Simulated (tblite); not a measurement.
Compound: C₃H₃ClF (doublet state).
Numbering: `[CH2:1]/[CH:2]=[C:3](\[F:4])[Cl:5]` (hydrogens: H6, H7 on C1; H8 on C2)
Bond orders are those of one Lewis drawing.

Computed with GFN2-xTB (tblite), gas phase: L-BFGS steps from a force-field or distance-geometry start until the largest atomic force falls under 0.01 eV/Å.

The end geometry, which sets the zero of energy:
```
atom  x, y, z in Å
C1     -1.2811   -0.2393   -0.0113
C2      0.0601   -0.4778    0.0690
C3      1.0333    0.4957   -0.0408
F4      0.7151    1.7842   -0.2411
Cl5     2.7072    0.2174    0.0581
H6     -1.9869   -1.0419    0.0822
H7     -1.6616    0.7534   -0.1690
H8      0.4229   -1.4823    0.2282
```

**Question.** These geometries come from the run, each turned onto the end geometry. Order them by energy, lowest first.
A.
```
atom  x, y, z in Å
C1     -1.2900   -0.2294   -0.0113
C2      0.1147   -0.4502    0.0579
C3      1.0488    0.5076   -0.0391
F4      0.6574    1.8001   -0.2478
Cl5     2.7201    0.1491    0.0705
H6     -1.9865   -1.0629    0.0856
H7     -1.6937    0.7741   -0.1707
H8      0.4382   -1.4791    0.2302
```
B.
```
atom  x, y, z in Å
C1     -1.2745   -0.2321   -0.0114
C2      0.0680   -0.4649    0.0612
C3      1.0467    0.5151   -0.0412
F4      0.6766    1.7904   -0.2456
Cl5     2.7144    0.1630    0.0683
H6     -1.9743   -1.0493    0.0842
H7     -1.6852    0.7576   -0.1680
H8      0.4374   -1.4703    0.2280
```
C.
```
atom  x, y, z in Å
C1     -1.2783   -0.2334   -0.0121
C2      0.0630   -0.4665    0.0639
C3      1.0338    0.5038   -0.0410
F4      0.6948    1.7877   -0.2444
Cl5     2.7062    0.1772    0.0659
H6     -1.9676   -1.0411    0.0832
H7     -1.6777    0.7469   -0.1663
H8      0.4348   -1.4652    0.2262
```
D.
```
atom  x, y, z in Å
C1     -1.2713   -0.2309   -0.0111
C2      0.0708   -0.4671    0.0603
C3      1.0558    0.5243   -0.0418
F4      0.6684    1.7903   -0.2459
Cl5     2.7170    0.1565    0.0693
H6     -1.9801   -1.0561    0.0849
H7     -1.6898    0.7653   -0.1693
H8      0.4382   -1.4729    0.2289
```
E.
```
atom  x, y, z in Å
C1     -1.2804   -0.2370   -0.0122
C2      0.0602   -0.4713    0.0677
C3      1.0312    0.4996   -0.0418
F4      0.7191    1.7866   -0.2431
Cl5     2.6951    0.1974    0.0625
H6     -1.9746   -1.0467    0.0836
H7     -1.6729    0.7503   -0.1670
H8      0.4315   -1.4695    0.2257
```

**Answer.** E (0.003 eV), C (0.011 eV), B (0.029 eV), D (0.057 eV), A (0.163 eV).

In the order of the answer:

```
step  E above end (eV)  largest force (eV/Å)  rms force component (eV/Å)  rms distance from end (Å)  rms bond change (Å)  bond most changed (Å)
   5             0.003                  0.16                       0.054                      0.012                0.003          C3–Cl5 -0.005
   3             0.011                  0.28                       0.112                      0.021                0.005          C3–Cl5 +0.008
   2             0.029                  0.55                       0.196                      0.029                0.006          C3–Cl5 +0.008
   1             0.057                  1.19                       0.355                      0.034                0.013           C2=C3 +0.020
   0             0.163                  3.30                       0.834                      0.044                0.031           C1–C2 +0.059
```

The cost below is that of the whole relaxation. On one thread of an Intel Xeon at 2.50 GHz, shared host with 64 logical CPUs at a one-minute load of 54, this took 0.18 s wall.
